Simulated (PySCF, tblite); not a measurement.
# C4H5FO: bond homolysis, EPR parameters, part 2 of 3

tblite 0.8.0 and PySCF 2.14.0. Atoms count from 0. The steps go on from the part before.

### Step 12. Single point (C4H5O radical): M06-2X/def2-TZVP

Geometry: GFN2-xTB.

The job: settings as JSON, then the geometry in Å.

```
{"job": {"kind": "sp", "xc": "M06-2X", "basis": "def2-TZVP", "grid": 3}, "charge": 0, "multiplicity": 2}
C      0.960242    -0.213387     0.472852
C      0.194975     0.948793    -0.049074
C     -1.123111     0.283718    -0.317827
C     -1.032359    -1.001253     0.047966
O      0.182378    -1.327880     0.540393
H      1.907319    -0.239033     0.966053
H      0.113404     1.779131     0.672555
H      0.640855     1.384495    -0.957181
H     -1.978700     0.777258    -0.730482
H     -1.756365    -1.793233     0.010156
```

Standard output:

```text
coarse grid: 38264 points
cycle   1  E = -230.5119562192  dE =  1.112e+00  |g| = 2.950e-01  |ddm| = 1.774e+00
cycle   2  E = -230.5199239384  dE = -7.968e-03  |g| = 2.965e-01  |ddm| = 4.045e-01
cycle   3  E = -230.5497005851  dE = -2.978e-02  |g| = 5.057e-02  |ddm| = 1.975e-01
cycle   4  E = -230.5506514189  dE = -9.508e-04  |g| = 2.042e-02  |ddm| = 4.875e-02
cycle   5  E = -230.5508847226  dE = -2.333e-04  |g| = 1.034e-02  |ddm| = 2.279e-02
cycle   6  E = -230.5509648747  dE = -8.015e-05  |g| = 3.239e-03  |ddm| = 1.257e-02
cycle   7  E = -230.5509812886  dE = -1.641e-05  |g| = 1.752e-03  |ddm| = 8.042e-03
cycle   8  E = -230.5509853614  dE = -4.073e-06  |g| = 4.286e-04  |ddm| = 4.259e-03
final grid: 119600 points
cycle   9  E = -230.5517996891  dE = -8.462e-06  |g| = 8.694e-04  |ddm| = 1.223e-02
cycle  10  E = -230.5518000025  dE = -3.134e-07  |g| = 7.090e-04  |ddm| = 1.609e-03
cycle  11  E = -230.5518002398  dE = -2.373e-07  |g| = 2.152e-04  |ddm| = 5.701e-04
cycle  12  E = -230.5518002833  dE = -4.352e-08  |g| = 1.557e-04  |ddm| = 3.173e-04
cycle  13  E = -230.5518003014  dE = -1.811e-08  |g| = 4.335e-05  |ddm| = 1.898e-04
cycle  14  E = -230.5518003071  dE = -5.701e-09  |g| = 1.530e-05  |ddm| = 1.668e-04
converged SCF energy = -230.5518003071
```

Wall time 89 s (1 thread of Intel Xeon at 2.50GHz, shared host); peak memory 0.69 GiB.

### Step 13. Geometry optimisation with GFN2-xTB

This step treats C4H4FO radical, labelled `F[C@H]1CC=[C]O1` (the label fixes atoms and charge, not where charge and spin sit).

The job: settings as JSON, then the geometry in Å.

```
{"job": {"kind": "relax", "xc": "GFN2-xTB", "basis": "xTB"}, "charge": 0, "multiplicity": 2}
F      1.936200    -0.590100    -0.757700
C      1.059500    -0.263300     0.269700
C      0.225400     0.934100    -0.086700
C     -1.130600     0.299500    -0.318200
C     -1.032100    -0.993700     0.056100
O      0.206500    -1.352900     0.488700
H      1.721900    -0.131200     1.153300
H      0.192700     1.699500     0.708300
H      0.605800     1.399300    -0.997800
H     -2.002500     0.794200    -0.659400
```

Standard output:

```text
step      E/eV     max force
  0    -524.48877    2.158
  1    -524.55534    1.658
  2    -524.57363    0.342
  3    -524.57724    0.178
  4    -524.58019    0.085
  5    -524.58077    0.079
  6    -524.58132    0.057
  7    -524.58159    0.047
  8    -524.58178    0.034
  9    -524.58188    0.028
 10    -524.58196    0.023
 11    -524.58203    0.021
 12    -524.58207    0.016
 13    -524.58209    0.014
 14    -524.58212    0.013
 15    -524.58214    0.012
 16    -524.58215    0.012
 17    -524.58217    0.013
 18    -524.58218    0.012
 19    -524.58220    0.014
 20    -524.58223    0.014
 21    -524.58225    0.014
 22    -524.58226    0.014
 23    -524.58229    0.015
 24    -524.58232    0.021
 25    -524.58236    0.022
 26    -524.58240    0.016
 27    -524.58242    0.012
 28    -524.58243    0.009
```

It took 0.31 s on 1 thread of Intel Xeon at 2.50GHz, shared host.

Along the way:

| step | energy from step 0 (eV) | largest force (eV/Å) |
| --- | --- | --- |
| 0 | 0.0000 | 2.1577 |
| 1 | -0.0666 | 1.6582 |
| 2 | -0.0849 | 0.3422 |
| 3 | -0.0885 | 0.1783 |
| 4 | -0.0914 | 0.0846 |
| 5 | -0.0920 | 0.0787 |
| 6 | -0.0925 | 0.0568 |
| 7 | -0.0928 | 0.0474 |
| 8 | -0.0930 | 0.0341 |
| 9 | -0.0931 | 0.0278 |
| 10 | -0.0932 | 0.0234 |
| 11 | -0.0933 | 0.0215 |
| 12 | -0.0933 | 0.0156 |
| 13 | -0.0933 | 0.0144 |
| 14 | -0.0933 | 0.0130 |
| 15 | -0.0934 | 0.0124 |
| 16 | -0.0934 | 0.0116 |
| 17 | -0.0934 | 0.0127 |
| 18 | -0.0934 | 0.0122 |
| 19 | -0.0934 | 0.0145 |
| 20 | -0.0935 | 0.0142 |
| 21 | -0.0935 | 0.0140 |
| 22 | -0.0935 | 0.0136 |
| 23 | -0.0935 | 0.0154 |
| 24 | -0.0935 | 0.0206 |
| 25 | -0.0936 | 0.0220 |
| 26 | -0.0936 | 0.0157 |
| 27 | -0.0936 | 0.0124 |
| 28 | -0.0937 | 0.0088 |

Distances of close pairs at the start and the end, largest changes first:

| bond | before (Å) | after (Å) | change (Å) |
| --- | --- | --- | --- |
| C1–C2 | 1.502 | 1.544 | +0.041 |
| C3–C4 | 1.350 | 1.313 | -0.037 |
| C4–O5 | 1.360 | 1.343 | -0.017 |
| F0–C1 | 1.390 | 1.373 | -0.017 |
| C1–H6 | 1.112 | 1.096 | -0.016 |
| C2–H7 | 1.104 | 1.090 | -0.014 |
| C2–C3 | 1.515 | 1.525 | +0.010 |
| C3–H9 | 1.059 | 1.067 | +0.008 |

The end geometry stands in the next job.

### Step 14. Vibrational analysis with GFN2-xTB

The job: settings as JSON, then the geometry in Å.

```
{"job": {"kind": "ir", "xc": "GFN2-xTB", "basis": "xTB"}, "charge": 0, "multiplicity": 2}
F      1.908874    -0.592820    -0.770057
C      1.082860    -0.275047     0.279216
C      0.215342     0.948490    -0.085265
C     -1.139439     0.287989    -0.319693
C     -1.001039    -0.958896     0.066772
O      0.205283    -1.349048     0.510332
H      1.735831    -0.155350     1.151460
H      0.187209     1.685052     0.718280
H      0.589340     1.414583    -0.996466
H     -2.001367     0.790534    -0.698323
```

Standard output:

```text
mode    cm-1     km/mol
  1     121.2      2.16
  2     363.4      1.30
  3     399.4      4.80
  4     499.3     10.57
  5     709.9     29.35
  6     737.4      0.66
  7     756.4      7.70
  8     848.5     13.53
  9     911.1     42.21
 10     949.3    119.23
 11     964.6     44.97
 12    1036.5     28.52
 13    1077.2     58.28
 14    1109.6     42.22
 15    1142.1     36.29
 16    1219.7     25.88
 17    1244.9     82.23
 18    1281.2     19.71
 19    1427.8      2.11
 20    1657.7    103.22
 21    2930.4     24.59
 22    2980.5     21.10
 23    3000.6      4.70
 24    3214.6      1.79
ZPE 182.929  H(298)-E 198.712  G(298)-E 106.538 kJ/mol  S 309.15 J/(mol K)
```

Run time: 0.68 s. Hardware: 1 thread of Intel Xeon at 2.50GHz, shared host.

The strongest bands and the atoms that carry them (share of the mass-weighted mode):

| cm⁻¹ | km/mol | atoms |
| --- | --- | --- |
| 911 | 42.2 | C1 38 %, O5 23 %, C2 12 % |
| 949 | 119.2 | C1 30 %, H8 22 %, C2 13 % |
| 965 | 45.0 | H9 25 %, H7 18 %, C2 14 %, C3 13 % |
| 1077 | 58.3 | H9 23 %, O5 21 %, C3 18 %, C4 16 % |
| 1110 | 42.2 | H8 31 %, H7 29 %, C1 21 % |
| 1142 | 36.3 | C4 26 %, H9 25 %, H6 22 % |
| 1245 | 82.2 | H6 43 %, C1 20 %, O5 14 % |
| 1658 | 103.2 | C4 51 %, C3 44 % |

### Step 15. Single point (C₄H₄FO radical, F[C@H]1CC=[C]O1): M06-2X/def2-TZVP

Geometry: GFN2-xTB.

The job, as its differences from that of step 14:

```diff
@@ -1,2 +1,2 @@
-{"job": {"kind": "ir", "xc": "GFN2-xTB", "basis": "xTB"}, "charge": 0, "multiplicity": 2}
+{"job": {"kind": "sp", "xc": "M06-2X", "basis": "def2-TZVP", "grid": 3}, "charge": 0, "multiplicity": 2}
 F      1.908874    -0.592820    -0.770057
```

Standard output:

```text
coarse grid: 41088 points
cycle   1  E = -329.6834485289  dE =  1.274e+00  |g| = 4.884e-01  |ddm| = 1.821e+00
cycle   2  E = -329.6816054267  dE =  1.843e-03  |g| = 5.541e-01  |ddm| = 5.752e-01
cycle   3  E = -329.7794359561  dE = -9.783e-02  |g| = 4.331e-02  |ddm| = 2.664e-01
cycle   4  E = -329.7808164062  dE = -1.380e-03  |g| = 2.165e-02  |ddm| = 6.399e-02
cycle   5  E = -329.7812299324  dE = -4.135e-04  |g| = 1.086e-02  |ddm| = 3.099e-02
cycle   6  E = -329.7813754312  dE = -1.455e-04  |g| = 4.746e-03  |ddm| = 1.757e-02
cycle   7  E = -329.7814204646  dE = -4.503e-05  |g| = 3.156e-03  |ddm| = 1.107e-02
cycle   8  E = -329.7814372689  dE = -1.680e-05  |g| = 1.412e-03  |ddm| = 5.632e-03
cycle   9  E = -329.7814459312  dE = -8.662e-06  |g| = 9.666e-04  |ddm| = 5.229e-03
final grid: 124048 points
cycle  10  E = -329.7823705129  dE = -1.097e-05  |g| = 1.786e-03  |ddm| = 1.137e-02
cycle  11  E = -329.7823708564  dE = -3.435e-07  |g| = 2.199e-03  |ddm| = 2.431e-03
cycle  12  E = -329.7823726434  dE = -1.787e-06  |g| = 3.515e-04  |ddm| = 1.301e-03
cycle  13  E = -329.7823730358  dE = -3.924e-07  |g| = 2.712e-04  |ddm| = 8.529e-04
cycle  14  E = -329.7823732959  dE = -2.601e-07  |g| = 1.561e-04  |ddm| = 7.710e-04
cycle  15  E = -329.7823734682  dE = -1.723e-07  |g| = 8.252e-05  |ddm| = 1.014e-03
cycle  16  E = -329.7823734891  dE = -2.094e-08  |g| = 2.451e-05  |ddm| = 3.568e-04
cycle  17  E = -329.7823734916  dE = -2.486e-09  |g| = 1.178e-05  |ddm| = 1.135e-04
converged SCF energy = -329.7823734916
```

It took 2.3 min on 1 thread of Intel Xeon at 2.50GHz, shared host; peak memory 0.8 GiB.

### Step 16. Geometry optimisation with GFN2-xTB

This step treats C₄H₄FO radical, labelled `F[C]1CC=CO1` (the label fixes atoms and charge, not where charge and spin sit).

The job: settings as JSON, then the geometry in Å.

```
{"job": {"kind": "relax", "xc": "GFN2-xTB", "basis": "xTB"}, "charge": 0, "multiplicity": 2}
F      1.936200    -0.590100    -0.757700
C      1.059500    -0.263300     0.269700
C      0.225400     0.934100    -0.086700
C     -1.130600     0.299500    -0.318200
C     -1.032100    -0.993700     0.056100
O      0.206500    -1.352900     0.488700
H      0.181700     1.696300     0.692200
H      0.608200     1.415200    -0.991500
H     -1.984100     0.790000    -0.665900
H     -1.763600    -1.783500     0.052100
```

Standard output:

```text
step      E/eV     max force
  0    -525.26480    2.023
  1    -525.32066    1.423
  2    -525.34796    0.598
  3    -525.36707    0.555
  4    -525.39622    0.529
  5    -525.41967    0.606
  6    -525.44642    0.619
  7    -525.47162    0.445
  8    -525.49364    0.428
  9    -525.50878    0.332
 10    -525.51984    0.263
 11    -525.53014    0.249
 12    -525.53829    0.264
 13    -525.54285    0.177
 14    -525.54585    0.192
 15    -525.54932    0.191
 16    -525.55385    0.201
 17    -525.55940    0.323
 18    -525.56493    0.232
 19    -525.57090    0.250
 20    -525.57550    0.185
 21    -525.57758    0.129
 22    -525.57876    0.082
 23    -525.57946    0.065
 24    -525.57982    0.043
 25    -525.58007    0.041
 26    -525.58025    0.037
 27    -525.58040    0.034
 28    -525.58048    0.026
 29    -525.58053    0.019
 30    -525.58056    0.017
 31    -525.58059    0.015
 32    -525.58061    0.013
 33    -525.58062    0.009
```

It took 0.36 s on 1 thread of Intel Xeon at 2.50GHz, shared host.

The steps of the relaxation: (not every step is listed)

| step | energy from step 0 (eV) | largest force (eV/Å) |
| --- | --- | --- |
| 0 | 0.0000 | 2.0228 |
| 1 | -0.0559 | 1.4233 |
| 2 | -0.0832 | 0.5977 |
| 3 | -0.1023 | 0.5549 |
| 4 | -0.1314 | 0.5286 |
| 5 | -0.1549 | 0.6062 |
| 6 | -0.1816 | 0.6190 |
| 7 | -0.2068 | 0.4448 |
| 8 | -0.2288 | 0.4280 |
| 10 | -0.2550 | 0.2635 |
| 12 | -0.2735 | 0.2639 |
| 14 | -0.2810 | 0.1924 |
| 16 | -0.2890 | 0.2006 |
| 18 | -0.3001 | 0.2322 |
| 20 | -0.3107 | 0.1855 |
| 22 | -0.3140 | 0.0816 |
| 24 | -0.3150 | 0.0434 |
| 26 | -0.3154 | 0.0369 |
| 28 | -0.3157 | 0.0260 |
| 29 | -0.3157 | 0.0186 |
| 30 | -0.3158 | 0.0167 |
| 31 | -0.3158 | 0.0154 |
| 32 | -0.3158 | 0.0129 |
| 33 | -0.3158 | 0.0088 |

Distances of close pairs at the start and the end, largest changes first:

| bond | before (Å) | after (Å) | change (Å) |
| --- | --- | --- | --- |
| F0–C1 | 1.390 | 1.350 | -0.039 |
| C1–O5 | 1.401 | 1.366 | -0.035 |
| C3–H8 | 1.044 | 1.071 | +0.027 |
| C2–C3 | 1.515 | 1.500 | -0.015 |
| C3–C4 | 1.350 | 1.336 | -0.014 |
| C2–H7 | 1.094 | 1.100 | +0.006 |
| C2–H6 | 1.091 | 1.096 | +0.005 |
| C4–O5 | 1.360 | 1.355 | -0.005 |

The next job starts from the end point, and lists it.

### Step 17. Harmonic vibrations with GFN2-xTB

The job: settings as JSON, then the geometry in Å.

```
{"job": {"kind": "ir", "xc": "GFN2-xTB", "basis": "xTB"}, "charge": 0, "multiplicity": 2}
F      2.226558    -0.500009    -0.321361
C      0.994387    -0.303235     0.194906
C      0.200890     0.914350    -0.178588
C     -1.172314     0.311821    -0.215060
C     -1.067192    -1.003176    -0.002732
O      0.208888    -1.420662     0.183111
H      0.288117     1.717690     0.561747
H      0.516879     1.336757    -1.143745
H     -2.070720     0.866052    -0.393704
H     -1.818360    -1.767942     0.054102
```

Standard output:

```text
mode    cm-1     km/mol
  1     163.0      1.10
  2     357.0      2.60
  3     387.9      4.91
  4     498.3     10.79
  5     599.6     22.10
  6     744.2     13.30
  7     805.6      4.73
  8     816.4      4.51
  9     876.5     28.67
 10     934.3      7.28
 11     998.8     24.82
 12    1051.9     10.62
 13    1081.6     20.91
 14    1115.1     28.78
 15    1176.0     98.97
 16    1196.8      5.03
 17    1271.3     60.68
 18    1282.6    176.83
 19    1428.9     11.11
 20    1598.1     33.92
 21    2839.9     15.94
 22    2913.8     16.55
 23    3155.1      2.60
 24    3183.9      7.15
ZPE 182.291  H(298)-E 198.040  G(298)-E 106.058 kJ/mol  S 308.51 J/(mol K)
```

Run time: 0.62 s. Hardware: 1 thread of Intel Xeon at 2.50GHz, shared host.

The strongest bands and the atoms that carry them (share of the mass-weighted mode):

| cm⁻¹ | km/mol | atoms |
| --- | --- | --- |
| 600 | 22.1 | F0 31 %, C1 23 %, C3 14 %, O5 11 % |
| 876 | 28.7 | C2 36 %, O5 21 %, H6 12 %, F0 11 % |
| 999 | 24.8 | H8 32 %, H7 26 %, C2 18 %, C3 13 % |
| 1115 | 28.8 | H9 50 %, O5 12 %, C1 12 % |
| 1176 | 99.0 | C1 40 %, O5 21 %, C2 12 % |
| 1271 | 60.7 | H9 23 %, C3 18 %, C4 16 %, C1 13 % |
| 1283 | 176.8 | C1 44 %, C2 26 %, H7 10 % |
| 1598 | 33.9 | C3 48 %, C4 45 % |

### Step 18. Single point (C₄H₄FO radical, F[C]1CC=CO1): M06-2X/def2-TZVP

Geometry: GFN2-xTB.

The job, as its differences from that of step 17:

```diff
@@ -1,2 +1,2 @@
-{"job": {"kind": "ir", "xc": "GFN2-xTB", "basis": "xTB"}, "charge": 0, "multiplicity": 2}
+{"job": {"kind": "sp", "xc": "M06-2X", "basis": "def2-TZVP", "grid": 3}, "charge": 0, "multiplicity": 2}
 F      2.226558    -0.500009    -0.321361
```

Standard output:

```text
coarse grid: 41088 points
cycle   1  E = -329.7278096708  dE =  1.322e+00  |g| = 4.454e-01  |ddm| = 2.195e+00
cycle   2  E = -329.7245870322  dE =  3.223e-03  |g| = 5.063e-01  |ddm| = 6.922e-01
cycle   3  E = -329.8063018170  dE = -8.171e-02  |g| = 4.604e-02  |ddm| = 2.915e-01
cycle   4  E = -329.8073366392  dE = -1.035e-03  |g| = 2.250e-02  |ddm| = 7.227e-02
cycle   5  E = -329.8076462845  dE = -3.096e-04  |g| = 1.270e-02  |ddm| = 4.842e-02
cycle   6  E = -329.8077696003  dE = -1.233e-04  |g| = 4.536e-03  |ddm| = 2.306e-02
cycle   7  E = -329.8077945084  dE = -2.491e-05  |g| = 2.600e-03  |ddm| = 1.363e-02
cycle   8  E = -329.8078010631  dE = -6.555e-06  |g| = 6.581e-04  |ddm| = 8.364e-03
final grid: 124048 points
cycle   9  E = -329.8086974774  dE = -9.530e-06  |g| = 9.093e-04  |ddm| = 1.196e-02
cycle  10  E = -329.8086978496  dE = -3.722e-07  |g| = 6.895e-04  |ddm| = 1.596e-03
cycle  11  E = -329.8086980767  dE = -2.271e-07  |g| = 2.577e-04  |ddm| = 6.400e-04
cycle  12  E = -329.8086981362  dE = -5.952e-08  |g| = 1.369e-04  |ddm| = 4.043e-04
cycle  13  E = -329.8086981523  dE = -1.611e-08  |g| = 5.487e-05  |ddm| = 2.053e-04
cycle  14  E = -329.8086981575  dE = -5.159e-09  |g| = 3.171e-05  |ddm| = 1.506e-04
converged SCF energy = -329.8086981575
```

Wall time 1.8 min (1 thread of Intel Xeon at 2.50GHz, shared host); peak memory 0.8 GiB.

### Step 19. Geometry optimisation with GFN2-xTB

This step treats C4H4FO radical, labelled `F[C@H]1[CH]C=CO1` (the label fixes atoms and charge, not where charge and spin sit).

The job: settings as JSON, then the geometry in Å.

```
{"job": {"kind": "relax", "xc": "GFN2-xTB", "basis": "xTB"}, "charge": 0, "multiplicity": 2}
F      1.936200    -0.590100    -0.757700
C      1.059500    -0.263300     0.269700
C      0.225400     0.934100    -0.086700
C     -1.130600     0.299500    -0.318200
C     -1.032100    -0.993700     0.056100
O      0.206500    -1.352900     0.488700
H      1.721900    -0.131200     1.153300
H      0.608200     1.415200    -0.991500
H     -1.984100     0.790000    -0.665900
H     -1.763600    -1.783500     0.052100
```

Standard output:

```text
step      E/eV     max force
  0    -525.33389    3.713
  1    -525.58006    1.936
  2    -525.67399    1.201
  3    -525.74706    0.996
  4    -525.81567    0.643
  5    -525.85805    0.630
  6    -525.90019    0.646
  7    -525.93939    0.485
  8    -525.96695    0.445
  9    -525.98562    0.411
 10    -526.00191    0.337
 11    -526.01495    0.495
 12    -526.02502    0.262
 13    -526.02961    0.136
 14    -526.03087    0.094
 15    -526.03155    0.078
 16    -526.03234    0.090
 17    -526.03327    0.106
 18    -526.03422    0.093
 19    -526.03499    0.069
 20    -526.03555    0.055
 21    -526.03594    0.057
 22    -526.03621    0.047
 23    -526.03637    0.033
 24    -526.03648    0.032
 25    -526.03658    0.029
 26    -526.03666    0.024
 27    -526.03671    0.023
 28    -526.03676    0.021
 29    -526.03682    0.028
 30    -526.03690    0.030
 31    -526.03697    0.027
 32    -526.03702    0.019
 33    -526.03706    0.018
 34    -526.03710    0.020
 35    -526.03713    0.012
 36    -526.03714    0.005
```

Wall time 0.38 s (1 thread of Intel Xeon at 2.50GHz, shared host).

Relaxation path: (not every step is listed)

| step | energy from step 0 (eV) | largest force (eV/Å) |
| --- | --- | --- |
| 0 | 0.0000 | 3.7129 |
| 1 | -0.2462 | 1.9357 |
| 2 | -0.3401 | 1.2013 |
| 3 | -0.4132 | 0.9962 |
| 4 | -0.4818 | 0.6433 |
| 5 | -0.5242 | 0.6305 |
| 6 | -0.5663 | 0.6459 |
| 7 | -0.6055 | 0.4850 |
| 8 | -0.6331 | 0.4447 |
| 10 | -0.6680 | 0.3367 |
| 12 | -0.6911 | 0.2619 |
| 14 | -0.6970 | 0.0941 |
| 16 | -0.6984 | 0.0901 |
| 18 | -0.7003 | 0.0925 |
| 20 | -0.7017 | 0.0550 |
| 22 | -0.7023 | 0.0470 |
| 24 | -0.7026 | 0.0318 |
| 26 | -0.7028 | 0.0244 |
| 28 | -0.7029 | 0.0206 |
| 30 | -0.7030 | 0.0299 |
| 31 | -0.7031 | 0.0271 |
| 32 | -0.7031 | 0.0190 |
| 33 | -0.7032 | 0.0184 |
| 34 | -0.7032 | 0.0197 |
| 35 | -0.7032 | 0.0118 |
| 36 | -0.7033 | 0.0055 |

Distances of close pairs at the start and the end, largest changes first:

| bond | before (Å) | after (Å) | change (Å) |
| --- | --- | --- | --- |
| C2–C3 | 1.515 | 1.377 | -0.138 |
| C3–C4 | 1.350 | 1.381 | +0.031 |
| C3–H8 | 1.044 | 1.072 | +0.028 |
| C2–H7 | 1.094 | 1.069 | -0.025 |
| C1–C2 | 1.502 | 1.490 | -0.012 |
| C1–H6 | 1.112 | 1.102 | -0.010 |
| C4–H9 | 1.077 | 1.071 | -0.006 |
| F0–C1 | 1.390 | 1.395 | +0.005 |

The final coordinates are the input of the step that follows.

### Step 20. Harmonic vibrations with GFN2-xTB

The job: settings as JSON, then the geometry in Å.

```
{"job": {"kind": "ir", "xc": "GFN2-xTB", "basis": "xTB"}, "charge": 0, "multiplicity": 2}
F      1.999308    -0.735759    -0.748789
C      1.067802    -0.305703     0.196347
C      0.199311     0.783217    -0.333303
C     -1.078130     0.271925    -0.396163
C     -1.040433    -1.018446     0.093357
O      0.212450    -1.370850     0.486461
H      1.678703    -0.055737     1.079221
H      0.568089     1.736494    -0.644723
H     -1.953351     0.774570    -0.755974
H     -1.806406    -1.755520     0.223346
```

Standard output:

```text
mode    cm-1     km/mol
  1     162.1      0.91
  2     346.1      2.90
  3     500.0     10.02
  4     519.8      8.34
  5     618.7     19.74
  6     661.9      2.58
  7     770.7     24.69
  8     814.4      9.30
  9     846.6      2.13
 10     900.3    157.58
 11     946.1     28.27
 12    1009.7     73.13
 13    1055.6      5.23
 14    1098.7     11.82
 15    1123.8     23.00
 16    1175.2      0.99
 17    1258.7     15.25
 18    1272.7     50.84
 19    1394.6     12.87
 20    1444.9     46.11
 21    2840.2     28.15
 22    3170.7      1.57
 23    3181.4      6.79
 24    3205.7      2.59
ZPE 181.345  H(298)-E 197.033  G(298)-E 105.329 kJ/mol  S 307.58 J/(mol K)
```

It took 0.61 s on 1 thread of Intel Xeon at 2.50GHz, shared host.

The strongest bands and the atoms that carry them (share of the mass-weighted mode):

| cm⁻¹ | km/mol | atoms |
| --- | --- | --- |
| 771 | 24.7 | O5 30 %, C1 26 %, C2 24 % |
| 900 | 157.6 | C1 55 %, F0 21 % |
| 946 | 28.3 | C1 43 %, H7 21 %, O5 17 % |
| 1010 | 73.1 | H8 27 %, H6 26 %, O5 15 %, C1 13 % |
| 1124 | 23.0 | C4 29 %, O5 29 %, C1 12 %, H9 12 % |
| 1273 | 50.8 | H6 21 %, C1 18 %, C2 14 %, O5 12 % |
| 1445 | 46.1 | C4 37 %, C3 27 %, C2 21 % |
| 2840 | 28.1 | H6 94 % |

### Step 21. Single point (C₄H₄FO radical, F[C@H]1[CH]C=CO1): M06-2X/def2-TZVP

Geometry: GFN2-xTB.

The job, as its differences from that of step 20:

```diff
@@ -1,2 +1,2 @@
-{"job": {"kind": "ir", "xc": "GFN2-xTB", "basis": "xTB"}, "charge": 0, "multiplicity": 2}
+{"job": {"kind": "sp", "xc": "M06-2X", "basis": "def2-TZVP", "grid": 3}, "charge": 0, "multiplicity": 2}
 F      1.999308    -0.735759    -0.748789
```

Standard output:

```text
coarse grid: 41088 points
cycle   1  E = -329.7411607406  dE =  1.307e+00  |g| = 4.781e-01  |ddm| = 1.802e+00
cycle   2  E = -329.7324901444  dE =  8.671e-03  |g| = 5.598e-01  |ddm| = 6.168e-01
cycle   3  E = -329.8296044886  dE = -9.711e-02  |g| = 4.233e-02  |ddm| = 3.145e-01
cycle   4  E = -329.8303987825  dE = -7.943e-04  |g| = 2.409e-02  |ddm| = 4.996e-02
cycle   5  E = -329.8307585515  dE = -3.598e-04  |g| = 9.123e-03  |ddm| = 2.596e-02
cycle   6  E = -329.8308442283  dE = -8.568e-05  |g| = 4.050e-03  |ddm| = 1.430e-02
cycle   7  E = -329.8308686213  dE = -2.439e-05  |g| = 2.585e-03  |ddm| = 8.014e-03
cycle   8  E = -329.8308766219  dE = -8.001e-06  |g| = 5.536e-04  |ddm| = 6.180e-03
final grid: 124048 points
cycle   9  E = -329.8317530978  dE = -9.584e-06  |g| = 1.370e-03  |ddm| = 1.235e-02
cycle  10  E = -329.8317532343  dE = -1.365e-07  |g| = 1.419e-03  |ddm| = 2.111e-03
cycle  11  E = -329.8317539054  dE = -6.710e-07  |g| = 1.658e-04  |ddm| = 1.024e-03
cycle  12  E = -329.8317539297  dE = -2.429e-08  |g| = 1.161e-04  |ddm| = 2.511e-04
cycle  13  E = -329.8317539376  dE = -7.890e-09  |g| = 3.374e-05  |ddm| = 1.165e-04
converged SCF energy = -329.8317539376
```

Wall time 100 s (1 thread of Intel Xeon at 2.50GHz, shared host); peak memory 0.8 GiB.

[end of part 2 of 3]
